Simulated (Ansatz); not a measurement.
System: singlet methylene, CH2, net charge 0, singlet state. 
Structure (B3LYP-D3(BJ)/def2-TZVP (Ansatz, a quantum-chemistry and plane-wave program) minimum search):
```
C
H 1 1.1106
H 1 1.1106 2 101.83
```
Charge 0, spin multiplicity 1.

Basis-set convergence of Hartree-Fock and CCSD(T) correlation energies (hartree) with Ansatz. Correlated levels leave the core frozen unless marked. No spin-orbit coupling. No relativistic terms.

The Hartree-Fock reference is unstable (checked in the largest basis), which strains HF and MP2. 

| basis | functions | E(HF) | E(corr, CCSD(T)) |
|---|---|---|---|
| def2-SVP | 24 | -38.84517 | -0.13918 |
| def2-TZVPP | 59 | -38.89349 | -0.16847 |
| def2-QZVPP | 117 | -38.89552 | -0.17655 |

Extrapolating the two largest sets (X = 3 and 4) as X^-3: E(corr) = (64·(-0.17655) - 27·(-0.16847))/37 = -0.1824 Eh, an estimate of the basis-set limit. The largest set recovers 96.8 % of it, the smallest 76.3 %.
